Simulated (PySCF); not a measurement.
How well do the runs reproduce experiment for formaldehyde?

**Experimental background.**

From NIST CCCBDB Release 22 (SRD 101), experimental dipoles, for the gas: dipole moment (microwave Stark effect, vibrational ground state) 2.332 D.

The results are set against them at the end.

Species: formaldehyde, CH₂O.
Atom-mapped SMILES: `[CH2:1]=[O:2]` (hydrogens: H3, H4 on C1)

Structure used (BHandHLYP/def2-TZVP), in Å, numbered top down from 1:
```xyz
4
CH2O angstrom
C     -0.002    0.005   -0.006
O      0.907   -0.757   -0.012
H     -1.045   -0.335    0.005
H      0.150    1.091   -0.011
```

The PySCF runs (gas phase, on this BHandHLYP/def2-TZVP geometry; no spin–orbit coupling):

| level | job | basis functions | wall time |
| --- | --- | --- | --- |
| BHandHLYP/def2-TZVP, grid level 1 | geometry optimisation from a GFN2-xTB start | 74 | 2.6 s |

Hardware: one thread of an Arm Neoverse V1, no GPU, shared host.

## Comparison

**Dipole moment.** Measured: 2.332 D (NIST CCCBDB Release 22 (SRD 101), experimental dipoles).

```csv
level,computed (D),computed − measured (D),% (from the printed values)
BHandHLYP/def2-TZVP,2.482,+0.150,+6
```

The computed dipoles belong to one fixed geometry; measured ones are averaged over vibrations unless marked μe. Magnitudes are compared, not signs.

The geometry is computed, not the measured one. Where a level misses, the cause wasn't examined.
